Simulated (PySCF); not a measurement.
How the method changes the constants of P₂⁺

State: ²Πu (doublet), unpaired electrons π ↑. Set-up: PySCF, no relativity, basis sets P def2-SVP. De refers to P⁺ + P in their high-spin ground configurations, without counterpoise correction. The functionals are run spin-unrestricted.

| Level | Re (Å) | ωe (cm⁻¹) | De (eV) |
| --- | --- | --- | --- |
| UHF | 1.936 | 814 | 1.97 |
| UHF-MP2 | 2.011 | 643 | 4.02 |
| UHF-SCS-MP2 | 2.005 | 658 | 3.95 |
| UHF-CCSD | 1.992 | 702 | 3.78 |
| UHF-CCSD(T) | 2.008 | 671 | 4.05 |
| PBE | 2.011 | 668 | 5.20 |
| r²SCAN | 1.992 | 698 | 4.79 |
| M06-L | 1.990 | 703 | 4.96 |
| PBE0 | 1.980 | 720 | 4.72 |
| r²SCAN0 | 1.970 | 737 | 4.43 |
| M06 | 1.990 | 708 | 5.06 |

**Question.** Which functional lies closest to UHF-CCSD(T) in De, which farthest, and by how much do they differ from it?

**Answer.** Closest is r²SCAN0 (-3.8 pm in Re, +9.8 % in ωe, +0.38 eV in De against UHF-CCSD(T) in the same basis), farthest PBE (+0.3 pm in Re, -0.4 % in ωe, +1.15 eV in De). CCSD(T) converges more slowly with the basis than the functionals do and binds too weakly in this one, so the order can change at the basis-set limit.

**Question.** What does a quarter of exact exchange do here, going from PBE to PBE0?

**Answer.** PBE0 less PBE: -3.1 pm in Re, +7.8 % in ωe, -0.48 eV in De. Exact exchange removes part of the self-interaction that spreads semilocal densities, and in most molecules shortens and stiffens the bond and lowers De; so it does here.

**Question.** What does a quarter of exact exchange do here, going from r²SCAN to r²SCAN0?

**Answer.** r²SCAN0 less r²SCAN: -2.2 pm in Re, +5.6 % in ωe, -0.36 eV in De. Exact exchange removes part of the self-interaction that spreads semilocal densities, and in most molecules shortens and stiffens the bond and lowers De; so it does here.

Correlated steps freeze 10 core orbitals. Correlated levels converge slowly with the basis: in double zeta they bind strong bonds too weakly, by up to about 1 eV, and carry superposition errors of some tenths. The state was picked by a PBE0 search and need not be the measured ground state.

The whole job (state search and all levels along the bond) took about 1 min on 1 thread of Arm Neoverse V2 (shared host), peak memory 0.44 GiB.
